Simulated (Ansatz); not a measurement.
# Nudged elastic band run: C2H4OS

input.yaml

```yaml
crystal:
  periodic: [false, false, false]
  atoms:
    - { symbol: O, position_ang: [-1.441875, 0.26651, -0.93433] }
    - { symbol: C, position_ang: [-0.385768, 0.706206, -0.561708] }
    - { symbol: C, position_ang: [0.606886, -0.015934, 0.323382] }
    - { symbol: S, position_ang: [0.08538, -1.683765, 0.851004] }
    - { symbol: H, position_ang: [-0.050118, 1.731928, -0.863559] }
    - { symbol: H, position_ang: [1.562747, -0.060106, -0.229628] }
    - { symbol: H, position_ang: [0.795182, 0.629339, 1.200118] }
    - { symbol: H, position_ang: [-1.080233, -1.631277, 0.158822] }
basis:
  gaussian: { orbitals: def2-SVP }
hamiltonian:
  xc: b3lyp
  dispersion: d4
neb:
  order_check: false
  images: 7
  f_tol: 0.05
  max_iterations: 29
  initial_path: idpp
  final_atoms:
    - { symbol: O, position_ang: [-0.83901514, 1.95073744, -0.28602041] }
    - { symbol: C, position_ang: [-0.43892406, 0.84214524, -0.52568783] }
    - { symbol: C, position_ang: [0.48848744, 0.05582947, 0.37596091] }
    - { symbol: S, position_ang: [-0.3166753, -1.50198634, 0.93156681] }
    - { symbol: H, position_ang: [-0.75469845, 0.29281329, -1.45324801] }
    - { symbol: H, position_ang: [1.43598832, -0.17309284, -0.13797734] }
    - { symbol: H, position_ang: [0.70176792, 0.64667727, 1.27789667] }
    - { symbol: H, position_ang: [-0.18472972, -2.17022253, -0.23838979] }
```

Command:

```bash
$ ansatz run input.yaml --threads 1 --pin off --max-ram 2048MiB --backend cpu --events-out ev --progress --plain --runs-dir out
```

Output, in part (warnings, iteration lines, the closing report on the highest movable image, with atoms numbered from 0):

```
NEB end point (image 0): max|allowed force component| = 1.444e-2 eV/Å (the criterion of neb.relax_end_points is 1.000e-2)
NEB end point (image 8): max|allowed force component| = 5.228e-3 eV/Å (the criterion of neb.relax_end_points is 1.000e-2)
NEB iter   1: max|band force component| = 8.606e-1 eV/Å  barrier→ = 0.2316 eV  barrier← = 0.1834 eV  Δτ_max = 0.1662 Å  (237 SCF iters)
NEB iter   2: max|band force component| = 1.256e0 eV/Å  barrier→ = 0.2402 eV  barrier← = 0.1920 eV  Δτ_max = 0.0839 Å  (211 SCF iters)
NEB iter   3: max|band force component| = 6.796e-1 eV/Å  barrier→ = 0.1833 eV  barrier← = 0.1351 eV  Δτ_max = 0.0829 Å  (207 SCF iters)
NEB iter   4: max|band force component| = 3.397e-1 eV/Å  barrier→ = 0.1649 eV  barrier← = 0.1167 eV  CI = image 4  Δτ_max = 0.1088 Å  (217 SCF iters)
NEB iter   5: max|band force component| = 2.276e-1 eV/Å  barrier→ = 0.1572 eV  barrier← = 0.1090 eV  CI = image 4  Δτ_max = 0.1510 Å  (207 SCF iters)
NEB iter   6: max|band force component| = 4.412e-1 eV/Å  barrier→ = 0.1544 eV  barrier← = 0.1062 eV  CI = image 4  Δτ_max = 0.0751 Å  (202 SCF iters)
NEB iter   7: max|band force component| = 2.386e-1 eV/Å  barrier→ = 0.1531 eV  barrier← = 0.1049 eV  CI = image 4  Δτ_max = 0.0751 Å  (201 SCF iters)
NEB iter   8: max|band force component| = 1.452e-1 eV/Å  barrier→ = 0.1528 eV  barrier← = 0.1046 eV  CI = image 4  Δτ_max = 0.0752 Å  (203 SCF iters)
NEB iter   9: max|band force component| = 3.470e-1 eV/Å  barrier→ = 0.1528 eV  barrier← = 0.1046 eV  CI = image 4  Δτ_max = 0.0362 Å  (204 SCF iters)
NEB iter  10: max|band force component| = 3.500e-1 eV/Å  barrier→ = 0.1528 eV  barrier← = 0.1046 eV  CI = image 4  Δτ_max = 0.0181 Å  (199 SCF iters)
NEB iter  11: max|band force component| = 8.666e-2 eV/Å  barrier→ = 0.1528 eV  barrier← = 0.1046 eV  CI = image 4  Δτ_max = 0.0362 Å  (198 SCF iters)
NEB iter  12: max|band force component| = 2.138e-2 eV/Å  barrier→ = 0.1528 eV  barrier← = 0.1046 eV  CI = image 4  Δτ_max = 0.0000 Å  (378 SCF iters)
Total energy: -15015.12449488 eV, -551.7956475700 hartree
Atom 0 at    -1.672859     1.020506     0.099548 Å, force    -0.000216     0.000189    -0.000248 eV/Å
Atom 1 at    -0.555589     0.876468    -0.317473 Å, force     0.000185    -0.000302     0.000917 eV/Å
Atom 2 at     0.504120     0.004580     0.343562 Å, force    -0.000141     0.000464     0.000055 eV/Å
Atom 3 at    -0.023502    -1.731198     0.615436 Å, force     0.000006    -0.000495    -0.000271 eV/Å
Atom 4 at    -0.212312     1.404828    -1.248086 Å, force     0.000123     0.000009    -0.000442 eV/Å
Atom 5 at     1.451978     0.044135    -0.213164 Å, force     0.000011     0.000066    -0.000059 eV/Å
Atom 6 at     0.685673     0.399108     1.356920 Å, force     0.000095     0.000112    -0.000067 eV/Å
Atom 7 at    -0.085309    -2.075525    -0.692642 Å, force    -0.000062    -0.000044     0.000116 eV/Å
Dipole moment:     0.516320     0.036450    -0.269952 e Å
```

The run converged. A vibrational analysis at the climbing image gives one clearly imaginary mode, 153i cm⁻¹: a first-order saddle point.

Final band (atoms are numbered from 1 in the order of the input):

| image | path coordinate (Å) | energy (eV) | dihedral H5–C2–C3–H7 (°) |
| --- | --- | --- | --- |
| 0 | 0.00 | 0.000 | 56 |
| 1 | 0.56 | 0.014 | 53 |
| 2 | 1.12 | 0.055 | 69 |
| 3 | 1.67 | 0.117 | 92 |
| 4 | 2.23 | 0.153 | 119 |
| 5 | 2.61 | 0.136 | 136 |
| 6 | 2.98 | 0.095 | 154 |
| 7 | 3.36 | 0.060 | 169 |
| 8 | 3.73 | 0.048 | -177 |

Time of the run: 10 min on 1 thread of Intel(R) Xeon(R) Processor @ 2.50GHz (Skylake/Cascade Lake) (shared host), peak memory 0.16 GiB.
